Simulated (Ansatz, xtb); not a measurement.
## C3H5−: which of two isomers lies lower

Structure X is `C=[C-]C`, a singlet and structure Y is `[H]/[C-]=C\C`, a singlet. Both are isolated ions in the gas phase, relaxed with PBE0-D3(BJ)/def2-SVPD.

Question: Estimate E(Y) − E(X) at the level CCSD(T)/def2-SVPD + ΔMP2/def2-TZVPPD.

Answer: Calculated at CCSD(T)/def2-SVPD + ΔMP2/def2-TZVPPD: E(Y) − E(X) = +10.7 kJ/mol, so structure X lies lower.

Level by level:

```json
{"level": "GFN2-xTB", "geometry": "GFN2-xTB", "E(Y) − E(X) (kJ/mol)": "+16.4", "departure from the last row (kJ/mol)": "+5.7", "job, with rough time for the two": "optimisation, 0.11 s"}
{"level": "HF/STO-3G", "geometry": "GFN2-xTB", "E(Y) − E(X) (kJ/mol)": "+9.4", "departure from the last row (kJ/mol)": "−1.3", "job, with rough time for the two": "single point, 0.12 s"}
{"level": "r2SCAN-D4/def2-SVPD", "geometry": "GFN2-xTB", "E(Y) − E(X) (kJ/mol)": "+8.9", "departure from the last row (kJ/mol)": "−1.8", "job, with rough time for the two": "single point, 2.1 s"}
{"level": "PBE0-D3(BJ)/def2-SVPD", "geometry": "PBE0-D3(BJ)/def2-SVPD", "E(Y) − E(X) (kJ/mol)": "+7.8", "departure from the last row (kJ/mol)": "−2.9", "job, with rough time for the two": "optimisation, 10 s"}
{"level": "HF/def2-SVPD", "geometry": "PBE0-D3(BJ)/def2-SVPD", "E(Y) − E(X) (kJ/mol)": "+5.0", "departure from the last row (kJ/mol)": "−5.7", "job, with rough time for the two": "part of the CCSD(T) run"}
{"level": "MP2/def2-SVPD", "geometry": "PBE0-D3(BJ)/def2-SVPD", "E(Y) − E(X) (kJ/mol)": "+7.1", "departure from the last row (kJ/mol)": "−3.6", "job, with rough time for the two": "part of the CCSD(T) run"}
{"level": "CCSD(T)/def2-SVPD", "geometry": "PBE0-D3(BJ)/def2-SVPD", "E(Y) − E(X) (kJ/mol)": "+6.8", "departure from the last row (kJ/mol)": "−3.9", "job, with rough time for the two": "single point"}
{"level": "CCSD(T)/def2-SVPD + ΔMP2/def2-TZVPPD", "geometry": "PBE0-D3(BJ)/def2-SVPD", "E(Y) − E(X) (kJ/mol)": "+10.7", "departure from the last row (kJ/mol)": "", "job, with rough time for the two": "single point, 11 s"}
```

As drawn, both hold the same kinds of bond in the same numbers.

The levels shown agree on the order. The largest departure from CCSD(T)/def2-SVPD + ΔMP2/def2-TZVPPD is that of HF/def2-SVPD, 5.7 kJ/mol. The last row adds to CCSD(T) the change of the MP2 difference between the two basis sets, here +3.9 kJ/mol.

With harmonic frequencies from PBE0-D3(BJ)/def2-SVPD (ideal gas, rigid rotor, one conformer each, 298.15 K, 1 atm): on the last row, ΔE + ΔZPE = +11.8, ΔH = +11.8, ΔG = +11.5 kJ/mol.

The correlated steps freeze 3 core orbitals. Run with Ansatz 0.2.0, xtb 6.7.1; the last row on 2 threads of Arm Neoverse V2 on a shared host.
